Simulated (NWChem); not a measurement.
**Correlation energy of ethylene (C2H4)**

```xyz
6

C      0.0000     0.0000     0.6703
C      0.0000     0.0000    -0.6703
H      0.9374     0.0000     1.2507
H     -0.9374     0.0000     1.2507
H     -0.9374     0.0000    -1.2507
H      0.9374     0.0000    -1.2507
```
Charge 0, spin multiplicity 1.

All runs are NWChem calculations. The geometry was optimised at PBE/def2-SVP, a minimum by its harmonic frequencies.

Basis set: STO-3G. Each correlation energy counts from its own Hartree-Fock reference.

The correlated methods keep 2 core orbitals frozen. No row is a measurement; the coupled-cluster row has its own basis-set and correlation limits.

```tsv
method	correlation energy (mHa)	remark
CR-CCSD[T]	-164.7	large amplitudes
CCSDT	-164.9	large amplitudes
CCSD(T)	-164.8	-
CCSD	-164.1	-
MP2	(withheld)	-
SCS-MP2	(withheld)	-
CCSD+T(CCSD)	-164.8	-
CR-CCSD(T)	-164.7	large amplitudes
```

**Question.** Complete the blanks.

**Answer.** 
- MP2, correlation energy (mHa): -124.7
- SCS-MP2, correlation energy (mHa): -135.6
